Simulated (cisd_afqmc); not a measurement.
Input (AFQMC/CISD/aug-cc-pVTZ; cisd_afqmc is a phaseless AFQMC code with CISD trial states that reads the integrals written by Ansatz):

Ansatz 0.2 input:
```python
import cisd_afqmc

open("ham.yaml", "w").write("""\
crystal:
  periodic: [false, false, false]
  atoms:
    - {symbol: C, position_ang: [0.24243820, -0.19849780, -1.22252863]}
    - {symbol: C, position_ang: [-0.03825567, -0.01277056, 0.02051395]}
    - {symbol: H, position_ang: [-0.23057821, -0.63963009, -2.07626591]}
    - {symbol: O, position_ang: [-0.12431462, 0.23840503, 1.16104425]}
basis:
  gaussian:
    orbitals: aug-cc-pVTZ
magnetization: {spin_polarized: true, initial_magnetization: 1}
correlation: {method: ccsd, electrons: outside_noble_gas, hamiltonian_folder: ham}
""")
rep = cisd_afqmc.ansatz("ham.yaml")
e_ccsd = rep["correlation"]["coupled_cluster"]["energy"]["hartree"]
out = cisd_afqmc.run("ham", e_ccsd, trial="CISD", walkers=1000, populations=1, threads=12, dt=0.005, steps=40, early=24, settle=10, least=100,
    cut=5e-5, rank_cut=2e-4, target=0.0004, seconds=1000, seed=4, memory=62639, gpu=True)
```

Output:

```
orbitals 158, occupied [8, 7], factors 745 of 966, rank of the doubles 711 of 2257
E(HF) = -151.142090
E(CCSD) on the cut factors = -151.663719, shift to the whole factors -0.000004
Energy of the trial state on the determinant = -151.663708
  tau behind 7.2 of longer steps, mean of the populations' last blocks
   2.0  -151.68999
   4.0  -151.69371
   6.0  -151.69160
   8.0  -151.69095
  10.0  -151.69120
  12.0  -151.68889
  14.0  -151.69127
  16.0  -151.69050
  18.0  -151.69278
  20.0  -151.69402
  22.0  -151.69213
  24.0  -151.68928
  26.0  -151.69184
  28.0  -151.69167
blocks 136 (0 outliers left out), error by blocks joined: 1: 0.00023, 2: 0.00027, 4: 0.00033, 8: 0.00040
E(AFQMC/CISD) = -151.69151 +/- 0.00040
```

The determinant is spin-contaminated: <S^2> is 0.81, 0.06 over the pure value.
